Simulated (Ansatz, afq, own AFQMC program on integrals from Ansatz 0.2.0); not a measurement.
# GeH3, doublet in 6-31G, levels against full CI

```xyz
4

Ge    0.0064   -0.0107   -0.0227
H     1.4714    0.0062    0.4486
H    -1.2194    2.0550    0.7425
H    -0.7128   -1.2885    0.4449
```

Basis 6-31G. Noble-gas cores (and the filled d shells of Ga–Kr and In–Xe) are frozen. Integrals, coupled cluster, full CI and functionals: Ansatz 0.2.0; the random walks run on the same integrals in our own AFQMC program. The CISD trial takes its coefficients from CCSD amplitudes. Released means that phaseless walkers are propagated on without the constraint, phases kept. Error bars are statistical, one sigma. No spin–orbit coupling.

Determinant: UHF, the one that the program's search chose, which needn't be the lowest solution. The geometry is a point of a scan.

Full CI on the same integrals is exact in this basis and with this determinant's frozen core.

Cautions: no relativity below Rb; no spin-orbit coupling; inner d shell frozen; strong correlation (T1 0.093, weight of the determinant 0.74, largest double 0.31); unrestricted determinant spin contaminated (⟨S²⟩ 1.13 against 0.75); the released energy hasn't reached full CI (17 meV above it at 2.40 1/Eh), so no released level is given (meV from the phaseless value at times in 1/Eh: -0.3 ± 1.6 at 0.24, -1.8 ± 1.4 at 0.51, -2.7 ± 1.2 at 0.99, -2.6 ± 1.3 at 1.62, -4.1 ± 1.5 at 2.40).

```
T1 diagnostic                               : 0.0925
weight of the determinant in the CISD state : 0.741
⟨S²⟩ of the determinant                     : 1.125
size of the correlated space                : 7 electrons in 21 orbitals
```

Reference: full CI, correlation energy -2.119 eV. The cautions show a poor starting determinant, so the rows tell how each method copes with it here, and full CI is the sure value.

```
        level  E − E(reference) (mEh)  share of correlation (%)
           HF                   77.86                      0.00
          MP2                   35.32                     54.64
         CCSD                    3.48                     95.53
      CCSD(T)                    1.46                     98.13
ph-AFQMC/CISD             0.78 ± 0.09                     99.00
```

A walk keeps the symmetry of its determinant, which the program's search chose and which needn't be the lowest solution, so a lower state of the same spin and another symmetry isn't excluded.
